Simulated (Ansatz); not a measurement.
**CH₂N+ (triplet): wave-function methods side by side, cc-pVDZ**

How much of the correlation energy of CH₂N+ (triplet) does each wave-function method recover here?

Program: Ansatz 0.2.0, Gaussian basis. Level of theory: cc-pVDZ, core rule «outside noble gas», up to 2 orbitals frozen. These are calculated values, not measurements.

To be run: UHF; CCSD(T) on ROHF; CCSD(T) on UHF; BCCD(T) on ROHF; CISD; CCSDT(Q) on ROHF; CCSDT(Q) on UHF; CASSCF and MRCISD+Q, 10 electrons in 10 orbitals; CASSCF and NEVPT2, 10 electrons in 10 orbitals.

16 further runs of the same task are left out: 3 that didn't finish, 13 set aside as unsound or not needed.

### 1 What is computed

The geometry is a PBE0/def2-TZVP stationary point (not a proven minimum) of the parent state, kept for this charge and spin.

4 atoms, charge 1, spin multiplicity 3.

Atoms are counted from 1 here; the program's logs count them from 0.

Bond lengths: N1–C2 1.286 Å, N1–H3 1.022 Å, N1–H4 1.022 Å. Angles: C2–N1–H3 123.0°, C2–N1–H4 123.0°, H3–N1–H4 114.0°.

### 2 UHF

Contents of in.yaml:

```yaml
crystal:
  periodic: [false, false, false]
  atoms:
    - {symbol: N, position_ang: [0.000000, 0.000000, 0.510827]}
    - {symbol: C, position_ang: [0.000000, 0.000000, -0.774802]}
    - {symbol: H, position_ang: [0.000000, 0.856858, 1.066986]}
    - {symbol: H, position_ang: [0.000000, -0.856858, 1.066986]}
basis:
  gaussian: {orbitals: cc-pVDZ}
total_charge: 1
magnetization: {spin_polarized: true, initial_magnetization: 2}
hamiltonian: {xc: hf}
output: {orbitals: {seedname: orbitals}}
```

On the command line:

```sh
$ ansatz run in.yaml --threads 1 --pin off --events-out ev --progress --plain --max-ram 2393MiB
```

After this run come: CCSD(T) on ROHF; CCSD(T) on UHF; BCCD(T) on ROHF; CISD; CCSDT(Q) on ROHF; CCSDT(Q) on UHF; CASSCF and MRCISD+Q, 10 electrons in 10 orbitals; CASSCF and NEVPT2, 10 electrons in 10 orbitals.

**Question.** What will the summary of the whole plan be? Wanted: UCCSDT(Q) below the RHF energy; RMP2 from UCCSDT(Q); UMP2 from UCCSDT(Q); RCCSD from UCCSDT(Q); RCCSD(T) from UCCSDT(Q); UCCSD(T) from UCCSDT(Q); RCCSDT(Q) from UCCSDT(Q); NEVPT2 valence from UCCSDT(Q); MRCISD+Q valence from UCCSDT(Q).

As calculated:

```
                         quantity                                        value
   UCCSDT(Q) below the RHF energy                                   -7.2855 eV
              RMP2 from UCCSDT(Q)                                   +954.7 meV
              UMP2 from UCCSDT(Q)                                  +1099.8 meV
             RCCSD from UCCSDT(Q)                                   +276.1 meV
          RCCSD(T) from UCCSDT(Q)                                    +45.9 meV
          UCCSD(T) from UCCSDT(Q)                                    +59.0 meV
         RCCSDT(Q) from UCCSDT(Q)                                     +2.2 meV
    NEVPT2 valence from UCCSDT(Q)                                   +769.3 meV
  MRCISD+Q valence from UCCSDT(Q)                                    +23.2 meV
levels within 1 kcal/mol (43 meV)  RCCSDT, UCCSDT, RCCSDT(Q), MRCISD+Q valence
                    T1 diagnostic                                        0.036
   effectively unpaired electrons                                         2.07
```

In words: RCCSD(T) lands +45.9 meV from the yardstick (0.6 % of the correlation energy). One determinant dominates. Of the multireference levels listed MRCISD+Q valence comes nearest in total energy (+23.2 meV), which doesn't show that its space is the better one. These misses are within one basis, not against nature; the frozen cores of restricted and unrestricted runs differ, which can shift their rows.
